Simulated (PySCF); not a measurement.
Compound: C4H3NS.
SMILES: `N#CC(C)=C=S`

The calculation used MP2 and CCSD/aug-cc-pVDZ in PySCF, restricted Hartree–Fock reference, frozen core, non-relativistic, gas phase, PBE0-D3(BJ)/def2-SVP geometry.

E(HF) = -605.16493 Eh.

(1) How large is the problem?

(2) What are the MP2 and CCSD correlation energies?

(3) What is the T1 diagnostic?

(4) How does correlation change the dipole moment?

Answers

(1) 169 basis functions and 50 electrons; 10 orbitals frozen, which leaves o = 15 correlated occupied and v = 144 virtual orbitals. That is o·v = 2160 singles and o·v(o·v + 1)/2 = 2333880 distinct closed-shell doubles amplitudes before symmetry; the costliest CCSD step grows as o²v⁴ = 9.7 × 10^10.

(2) MP2 -0.8365 Eh and CCSD -0.8652 Eh, which gives totals of -606.00140 and -606.03013 Eh. That is 0.785 eV for each correlated electron at CCSD (2272 kJ/mol in all, 0.143 % of the total energy); MP2 gives 96.7 % of the CCSD value.

(3) 0.0156, below the customary warning level of 0.02. It is the norm of the spatial-orbital singles amplitudes over the root of the number of correlated electrons, so the norm is 0.085.

(4) HF gives 4.16 D and CCSD (unrelaxed density) 3.98 D, a change of -0.18 D; the two vectors are 6° apart.

No triples correction and no basis-set extrapolation were made.

The job also held the EOM ionisation roots. Time: 7.7 min wall; peak memory 3.0 GiB. Hardware: Arm Neoverse V2, one thread, no GPU, on a shared host.
